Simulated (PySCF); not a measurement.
A made-up structure of AlSiNH4, singlet:

N1  (-1.620, -0.684, -1.224)
Si2  (-0.741, 0.478, -0.532)
Al3  (1.219, 0.095, 0.913)
H4  (-1.345, -1.646, -1.052)
H5  (-2.269, -0.765, -2.007)
H6  (1.628, -1.415, 1.166)
H7  (2.035, 1.292, 1.561)
(Å)

It is relaxed with PBE-D4/def2-SVP and then PBE0-D4/def2-TZVP (PySCF 2.14 with density fitting (its default auxiliary sets; JK sets also for MP2 and CCSD(T))). Atoms count as bonded within 1.22 times the sum of their covalent radii (H–H: 0.88 Å). The end point is not checked to be a true minimum.

Question: Does its bonding change? (A judgement: the text doesn't fix the answer.)

Answer: The calculation gives: No: no bond forms or breaks.

Where it ends: The first stage lowers the energy by 1.12 eV in 19 steps. It ends as AlSiNH₄ ([NH2][Si][AlH2]):
N1  (-1.306, -0.585, -1.138)
Si2  (-0.818, 1.008, -0.725)
Al3  (0.984, 0.006, 0.771)
H4  (-0.901, -1.450, -0.806)
H5  (-2.072, -0.754, -1.776)
H6  (0.982, -1.605, 0.758)
H7  (2.082, 0.710, 1.693)
(Å)

Labels in which every atom is bracketed show which atoms are joined, not bond orders.

For scale, one of the runs: PBE0-D4/def2-TZVP relaxation, 129 basis functions, launched by `OMP_NUM_THREADS=2 python run.py`. Time: 29 s of wall clock on 2 CPU threads of an AMD EPYC 7B13; the host was shared. Peak host memory: 1.2 GiB.
